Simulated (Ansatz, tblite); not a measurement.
Forces on SiC2 at its PBE-D4/def2-TZVP geometry. The state is a singlet with charge 0.

The xTB rows come from tblite. Another isomer (singlet) lies 0.09 eV lower at PBE0-D4/def2-TZVP; other spin states weren't run for this one.

GFN1-xTB (tblite), largest force 2.32 eV/Å:

```xyz
3
positions Å, forces eV/Å
Si    1.091   -0.748   -0.316    0.875   -0.622   -0.376
C    -1.010    0.595   -0.234    1.026   -0.427    1.204
C    -0.081    0.152    0.549   -1.900    1.048   -0.828
```

GFN2-xTB (tblite), largest force 2.99 eV/Å:

```
Si 2.292 -1.634 -1.013
C 0.163 0.080 0.993
C -2.455 1.555 0.020
```

PBE-D4/def2-TZVP (Ansatz), largest force 0.02 eV/Å:

```
Si 0.005 -0.004 -0.004
C 0.009 -0.004 0.007
C -0.013 0.008 -0.004
```
